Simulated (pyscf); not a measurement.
## Four-centre exchange: H₃C–Al(CH₃)–NH₂ (SMILES [CH3][Al]([CH3])[NH2]) + H₂ (SMILES [H][H]) → H₃C–Al(CH₃)–NH₂ (SMILES [CH3][Al]([CH3])[NH2]) + H₂ (SMILES [H][H])

Gas phase, singlet surface, charge 0. Bonds broken: C1–H13, H5–H14. Bonds formed: C1–H5, H13–H14. Optimised with ωB97X-D3(BJ)/def2-SVP in PySCF.

Transition state (Å):

```xyz
14

C      0.3296     1.0539     0.1728
Al    -1.4548     0.2844     0.4779
C     -2.0460    -1.3531    -0.4150
N     -2.5403     1.1282     1.6070
H      1.9811     1.2243     0.5047
H      0.5941     1.9637     0.6993
H      0.9870     0.5354    -0.5154
H     -2.0227    -1.2365    -1.5128
H     -3.0693    -1.6533    -0.1356
H     -1.3760    -2.1981    -0.1777
H     -2.3175     1.9800     2.1120
H     -3.4808     0.8304     1.8455
H      1.4296     2.0492    -0.6435
H      2.3068     1.8920    -0.1749
```

One imaginary mode, 2182i cm⁻¹; descent along it reached the two sides named.

| bond | change | reactant side (Å) | saddle | product side |
|---|---|---|---|---|
| C1–H13 | breaks | 1.119 | 1.693 | 3.9 |
| H5–H14 | breaks | 0.762 | 1.007 | 2.555 |
| C1–H5 | forms | 3.9 | 1.693 | 1.105 |
| H13–H14 | forms | 2.556 | 1.007 | 0.763 |

Electronic energies relative to the separated reactants (eV):

```csv
level,barrier,reaction energy,reverse barrier
ωB97X-D3(BJ)/def2-TZVP,5.13,0.00,5.13
PBE/def2-TZVP,4.52,0.00,4.52
r²SCAN/def2-TZVP,4.79,0.00,4.79
B3LYP-D3(BJ)/def2-TZVP,4.87,0.00,4.87
PBE0-D3(BJ)/def2-TZVP,4.82,0.00,4.82
M06-2X/def2-TZVP,5.13,0.00,5.13
ωB97M-D3(BJ)/def2-TZVP,4.95,0.00,4.95
HF/def2-TZVP,6.15,0.00,6.15
```

With ωB97M-D3(BJ)/def2-TZVP energies and thermal terms (ideal gas, 1 atm, RRHO with modes under 100 cm⁻¹ raised to 100, one conformer, R ln 2 for chiral ones without a mode under 150 cm⁻¹), in eV:

```
T (K)   ΔH‡   ΔG‡    ΔH    ΔG
-----  ----  ----  ----  ----
298    4.88  5.23  0.00  0.00
600    4.85  5.59  0.00  0.00
900    4.86  5.96  0.00  0.00
1200   4.88  6.32  0.00  0.00
```

The same reactants have a lower exit, to H₃C–AlH–CH₃ + NH₃ (barrier +0.88 eV at ωB97M-D3(BJ)/def2-TZVP, against +4.95 eV here). This is the saddle that the search found; another between the same sides may lie lower.
